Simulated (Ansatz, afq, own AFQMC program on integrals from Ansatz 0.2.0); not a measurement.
**AlH₃ + BH2, doublet in cc-pVDZ along one coordinate**

```yaml
atoms:
  - { symbol: Al, position_ang: [-0.9562, 0.0000, 0.0000] }
  - { symbol: H, position_ang: [-1.7491, 1.3734, 0.0000] }
  - { symbol: H, position_ang: [-1.7491, -1.3734, 0.0000] }
  - { symbol: H, position_ang: [0.6296, 0.0000, 0.0000] }
  - { symbol: B, position_ang: [2.1568, 0.0000, 0.0000] }
  - { symbol: H, position_ang: [2.6659, 0.0000, 1.0770] }
  - { symbol: H, position_ang: [2.6659, 0.0000, -1.0770] }
```

A hydrogen atom is moved from one rigid fragment to the other; the Al1–H4 distance tells how far. The two fragments are held close together, so this isn't a minimum-energy path and the start is a compressed complex. Energies in kcal/mol count from this geometry (1.586 Å) at the same level; the start stands on UHF, each point on the determinant named.

Basis cc-pVDZ. Only valence electrons are correlated. Integrals, coupled cluster, full CI and functionals: Ansatz 0.2.0; the random walks run on the same integrals in our own AFQMC program. The CISD trial takes its coefficients from CCSD amplitudes. Released means that phaseless walkers are propagated on without the constraint, phases kept. Uncertainties: one standard error, sampling alone.

```csv
r(Al1–H4) / Å,det.,T1,weight,⟨S²⟩,CCSD(T),ph-AFQMC/CISD,released AFQMC,CCSDT(Q),r2SCAN,HF
1.688,UHF,0.013,0.89,0.76,-2.2,-2.3 ± 0.08,-2.3 ± 0.08,-2.2,-2.5,-0.9
1.739,UHF,0.012,0.89,0.76,-2.0,-2.1 ± 0.08,–,-2.0,-2.6,-0.1
1.790,UHF,0.012,0.89,0.76,-1.0,-1.1 ± 0.08,-1.1 ± 0.09,-1.0,-2.3,1.5
1.841,UHF,0.012,0.89,0.76,1.1,1.0 ± 0.09,–,1.0,-1.3,4.0
1.943,UHF†,0.011,0.89,0.76,2.8,2.9 ± 0.08,–,2.8,2.6,1.2
```

Weight is that of the determinant in the CISD state; at the start T1 is 0.013 and the weight 0.89, and ⟨S²⟩ is 0.77. A dagger marks points whose determinant fills other symmetries than the start's, so the wave-function levels may follow another state there, or a degenerate partner. A dash marks a missing value, a released energy that hasn't settled or a functional that sits on another state. Largest departures from CCSDT(Q), at the points where its series has closed: CCSD(T) 0.0 kcal/mol at 1.841 (on UHF), ph-AFQMC/CISD 0.2 kcal/mol at 1.943 (on UHF) (within the noise), released AFQMC -0.1 kcal/mol at 1.688 (on UHF) (within the noise), r2SCAN -2.3 kcal/mol at 1.841, HF 3.0 kcal/mol at 1.841 (on UHF). Functionals count only at points shown to share the start's state and spin. In this small basis the wave-function levels are far from their limit, so their gap to the functionals isn't the functionals' error.

Some points may be missing: those where a free walk finds a much lower state, and past Zn most of those on another determinant than at the start.

A walk keeps the symmetry of its determinant, which the program's search chose and which needn't be the lowest solution, so a lower state of the same spin and another symmetry isn't excluded. Released energies are given only where the last usable release times agree within the noise; a slower fall can still hide under it.
